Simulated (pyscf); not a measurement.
H₃C–GaH₂ + ammonia (NH₃) → H₃C–GaH–NH₂ + hydrogen (H₂) (four-centre exchange; singlet surface; Ga–H, H–N broken, Ga–N, H–H formed). Single points on ωB97X-D3(BJ)/def2-SVP structures (PySCF, gas phase). Energies in kcal/mol from the separated reactants.

```tsv
level	barrier	reaction energy
ωB97X-D3(BJ)/def2-TZVP	___	___
PBE/def2-TZVP	11.0	-8.0
r²SCAN/def2-TZVP	10.5	-9.4
M06-2X/def2-TZVP	___	-12.2
ωB97M-D3(BJ)/def2-TZVP	15.7	-7.3
HF/def2-TZVP	29.3	-4.1
```

Question: Fill in the missing entries.

Answer: 
- ωB97X-D3(BJ)/def2-TZVP, barrier: 13.9
- ωB97X-D3(BJ)/def2-TZVP, reaction energy: -8.9
- M06-2X/def2-TZVP, barrier: 11.5

The functionals in the table span 5.2 kcal/mol in this barrier, from r²SCAN to ωB97M-D3(BJ)/def2-TZVP. On the reactant side the descent ends in an adduct with a Ga–N contact (not fully relaxed), 23.4 kcal/mol under the separated species and 37.3 kcal/mol under the saddle at ωB97X-D3(BJ)/def2-TZVP. What is counted as formed (Ga–N) is already present as a longer contact in the reactant adduct; forming that adduct is a step of its own. At the saddle there is also a short Ga–H contact that neither side keeps. One saddle was located; it need not be the lowest between these sides. Elements up to Kr have no core potential and no relativistic terms here.
